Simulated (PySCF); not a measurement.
# FH2P (phosphinous fluoride(8ci,9ci)): the cost of one run

Programs: PySCF 2.14.0, with density-fitted response routines of our own. Each step states its level of theory. These are calculated values for one molecule in the gas phase, unless marked as measured. Atoms are numbered from 0 throughout.

## Step 1: The starting structure

4 atoms, charge 0, multiplicity 1; geometry from: GFN2-xTB. The atoms were then displaced at random by about 0.01 Å, so the start is not that level's minimum.

Bonds of the start (Å): F0–P1 1.66, P1–H2 1.41, P1–H3 1.40.

## Step 2: Geometry optimisation at PBE0-D3(BJ)/def2-SVP

Job settings and geometry (Å):

```
{"job": {"xc": "PBE0", "basis": "def2-SVP", "d3": "d3bj", "grid": 1, "shake": 0.01, "kind": "geom"}, "charge": 0, "multiplicity": 1}
F      1.371080    -0.185750     0.033400
P     -0.185020    -0.012140     0.573620
H     -0.718920    -0.915160    -0.374680
H     -0.429140     1.087670    -0.265350
```

The run is started by

```console
$ OMP_NUM_THREADS=1 python probes_run.py task.json out
```

One launch serves the whole session: the jobs run in the order shown.

**Question.** How long does this first job take on 1 thread of Arm Neoverse V2, shared host, and how much memory does it need?

About 2.4 s, with a peak of 0.25 GiB.
